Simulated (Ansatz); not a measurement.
P: from a trial structure to a relaxed crystal

All numbers below come from Ansatz, DFT PBEsol, scalar-relativistic, plane waves, PAW. Cutoff 420 eV, Γ-centred k mesh, Gaussian smearing, no spin polarisation in the final step.

P was placed on the simple hexagonal structure type (P6/mmm, No. 191), at a guessed volume.

```
CELL_PARAMETERS angstrom
3.25730 0.00000 0.00000
-1.62865 2.82090 0.00000
0.00000 0.00000 3.04354
ATOMIC_POSITIONS crystal
P 0.00000 0.00000 0.00000
```

Cell and atoms relax at zero pressure; the relaxation can't lower the symmetry of the start. After a coarse first stage the cell is made exact in the group found at 0.06 Å.

Energies count from the standard state of P at the same level.

Question: Describe the relaxed structure.

Answer: It keeps P6/mmm (No. 191). The result has the simple hexagonal structure. Conventional cell: a = 2.602 Å, c = 2.420 Å. P is coordinated by 2 P at 2.42 Å and 6 P at 2.60 Å.

```xyz
1
Lattice="2.6020 0.0000 0.0000 -1.3010 2.2534 0.0000 0.0000 0.0000 2.4197" Properties=species:S:1:pos:R:3 pbc="T T T"
P     0.0000    0.0000    0.0000
```

Question: What are its volume, energy, density and gap?

Answer: The volume per atom is 14.19 Å³. The density is 3.63 g/cm³ and the energy over the standard structure is 0.31 eV/atom. The gap on the 24×24×22 mesh is 0 eV (a metal).

The final run used a 24×24×22 mesh on its 1-atom cell and 0.10 eV smearing. The k mesh leaves about 4 meV/atom of noise in metals. Symmetry constrained the relaxation, so the result can be a saddle point.